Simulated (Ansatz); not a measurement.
Reaction (SMILES): OO (H2O2) → O[O] (O-OH) + H atom
B3LYP-D3(BJ)/def2-TZVP geometries, fixed; electronic energies without zero-point terms.
Largest species:
```xyz
4

O      0.0155     0.7238    -0.0702
O     -0.0112    -0.7261    -0.0419
H      0.8057     0.8967     0.4614
H     -0.8394    -0.8786     0.4355
```

Basis-set convergence of the bond dissociation energy at PBE with Ansatz (a program for electronic structure). Cartesian d functions, on some or all atoms, in 6-31G*, 6-31+G*; all else is spherical. The program fits the integrals of some runs and decomposes those of others, by size. Open shells are unrestricted. No added dispersion term, no relativity. Functions are those of the species that has most. Reference: the value in aug-pcseg-3, 87.06 kcal/mol, itself unsure by roughly 0.04 kcal/mol (its mean distance from aug-cc-pVQZ, cc-pV5Z, def2-QZVPPD). Deviations are taken from unrounded values.

```tsv
basis	functions	bond dissociation energy (kcal/mol)
6-31G*	34	81.45
6-31+G*	42	83.79
cc-pVDZ	38	81.88
aug-cc-pVDZ	64	85.97
def2-SVP	38	82.90
def2-SVPD	62	87.17
pcseg-1	38	83.97
aug-pcseg-1	64	86.31
6-311G**	48	84.88
6-311+G**	56	86.78
def2-TZVP	74	85.53
def2-TZVPD	98	86.32
cc-pVTZ	88	86.15
aug-cc-pVTZ	138	87.09
pcseg-2	88	87.00
aug-pcseg-2	138	87.21
def2-TZVPP	90	86.56
def2-TZVPPD	114	87.11
cc-pVQZ	170	86.71
aug-cc-pVQZ	252	87.06
def2-QZVPP	174	86.95
def2-QZVPPD	198	87.04
pcseg-3	186	87.08
aug-pcseg-3	268	87.06
```

What the diffuse functions change, pair by pair:
- 6-31G* to 6-31+G*: 8 more functions, deviation -5.61 to -3.27 kcal/mol
- cc-pVDZ to aug-cc-pVDZ: 26 more functions, deviation -5.17 to -1.08 kcal/mol
- def2-SVP to def2-SVPD: 24 more functions, deviation -4.16 to 0.11 kcal/mol
- pcseg-1 to aug-pcseg-1: 26 more functions, deviation -3.09 to -0.74 kcal/mol
- 6-311G** to 6-311+G**: 8 more functions, deviation -2.17 to -0.28 kcal/mol
- def2-TZVP to def2-TZVPD: 24 more functions, deviation -1.52 to -0.74 kcal/mol
- cc-pVTZ to aug-cc-pVTZ: 50 more functions, deviation -0.91 to 0.03 kcal/mol
- pcseg-2 to aug-pcseg-2: 50 more functions, deviation -0.06 to 0.15 kcal/mol
- def2-TZVPP to def2-TZVPPD: 24 more functions, deviation -0.50 to 0.05 kcal/mol
- cc-pVQZ to aug-cc-pVQZ: 82 more functions, deviation -0.34 to 0.00 kcal/mol
- def2-QZVPP to def2-QZVPPD: 24 more functions, deviation -0.11 to -0.02 kcal/mol
- pcseg-3 to aug-pcseg-3: 82 more functions, deviation 0.02 to 0.00 kcal/mol

Leaving out the reference's own pair, they bring the value nearer the reference by more than 0.04 kcal/mol in 10 of 11 pairs.
